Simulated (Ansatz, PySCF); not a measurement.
Wanted: the gas-phase enthalpy of formation of CCCC at 298 K. Reaction (SMILES): CCCC + 2 C (CH4) -> 3 CC (C2H6); bond separation energy.

Structures are relaxed separately at B3LYP-D3(BJ)/def2-TZVP in Ansatz (a program for electronic structure), one conformer each, not searched for the lowest. Valence correlation only, unless marked. Open shells are spin-unrestricted. Spin-orbit coupling is left out. No relativistic terms. Basis-set limits of correlation are two-point, X^-3; Hartree-Fock from the larger set. The bracket is a focal-point correction in the basis named. Thermal terms are rigid-rotor harmonic-oscillator values from B3LYP-D3(BJ) frequencies (PySCF) at 298.15 K and 1 atm. 1 Eh = 627.5095 kcal/mol. PBE is always shown; the other two functionals were drawn at random. The atomisation route leaves out scalar relativity and anharmonic zero-point terms, the atoms' spin-orbit terms, and in the frozen-core level the core correlation. Atomic data: G2/97 table in ASE.

Tabulated enthalpies of formation of the partners: C (CH4) -17.8 kcal/mol, ATcT 1.112; CC (C2H6) -20.0 kcal/mol, ATcT 1.112.

```json
[
 {"level": "PBE/def2-TZVPD (Ansatz)", "computed ΔH of the reaction (kcal/mol)": "3.8", "ΔHf by atomisation and measured atoms (kcal/mol)": "-40.2"},
 {"level": "r2SCAN-D4/def2-TZVPD (Ansatz + dftd4)", "computed ΔH of the reaction (kcal/mol)": "5.2", "ΔHf by atomisation and measured atoms (kcal/mol)": "-28.6"},
 {"level": "PBE0-D4/def2-TZVPD (Ansatz + dftd4)", "computed ΔH of the reaction (kcal/mol)": "4.6", "ΔHf by atomisation and measured atoms (kcal/mol)": "-34.3"},
 {"level": "RI-MP2/CBS(cc-pVTZ,cc-pVQZ)+[CCSD(T)-MP2]/cc-pVTZ (Ansatz)", "computed ΔH of the reaction (kcal/mol)": "5.4", "ΔHf by atomisation and measured atoms (kcal/mol)": "-29.5"}
]
```

**Question.** Derive ΔHf from the reaction at each level, and compare how far the levels part by the two routes.

**Answer.** 
The partners sum to -24.4 kcal/mol (products minus other reactants), so ΔHf = (-24.4 - ΔH):
- PBE/def2-TZVPD: -28.2; errors +1.9 by the reaction, -10.1 by atomisation
- r2SCAN-D4/def2-TZVPD: -29.6; errors +0.5 by the reaction, +1.5 by atomisation
- PBE0-D4/def2-TZVPD: -29.0; errors +1.1 by the reaction, -4.2 by atomisation
- RI-MP2/CBS(cc-pVTZ,cc-pVQZ)+[CCSD(T)-MP2]/cc-pVTZ: -29.8; errors +0.3 by the reaction, +0.6 by atomisation
All levels span 1.6 kcal/mol by the reaction and 11.6 by atomisation; without PBE they span 0.8 and 5.7. The errors are against the measured -30.1 kcal/mol (ATcT 1.112).
